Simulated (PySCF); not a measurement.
This PySCF input (M06-2X/def2-QZVPP) gives -274.69402 Eh with 171 basis functions.

```python
import numpy as np, basis_set_exchange as bse
from pyscf import gto, scf, dft, df

basis = {'F': gto.basis.parse(bse.get_basis('def2-QZVPP', elements=['F'], fmt='nwchem')), 'O': gto.basis.parse(bse.get_basis('def2-QZVPP', elements=['O'], fmt='nwchem'))}
mol = gto.M(
    atom='''
    F     0.03923562    1.10057360   -0.27954166
    O    -0.01962367    0.00815420    0.59730772
    F    -0.02179237   -1.10782178   -0.25139853
    ''',
    basis=basis,
    charge=0,
    verbose=4,
    max_memory=8640,
)
mf = dft.RKS(mol, xc='m062x')
mf.grids.level = 4
mf = mf.density_fit(auxbasis=df.autoaux(mol))
mf.conv_tol = 1e-9
mf.max_cycle = 100
print('smallest overlap eigenvalue', np.linalg.eigvalsh(mol.intor('int1e_ovlp'))[0])
mf.kernel()
dip = mf.dip_moment()
```

Change:
```diff
- basis = {'F': gto.basis.parse(bse.get_basis('def2-QZVPP', elements=['F'], fmt='nwchem')), 'O': gto.basis.parse(bse.get_basis('def2-QZVPP', elements=['O'], fmt='nwchem'))}
+ basis = {'F': gto.basis.parse(bse.get_basis('pcseg-2', elements=['F'], fmt='nwchem')), 'O': gto.basis.parse(bse.get_basis('pcseg-2', elements=['O'], fmt='nwchem'))}
```

Q: What does the run give now?

A: -274.67197 Eh (M06-2X/pcseg-2, 90 functions), a change of +22.05 mEh.
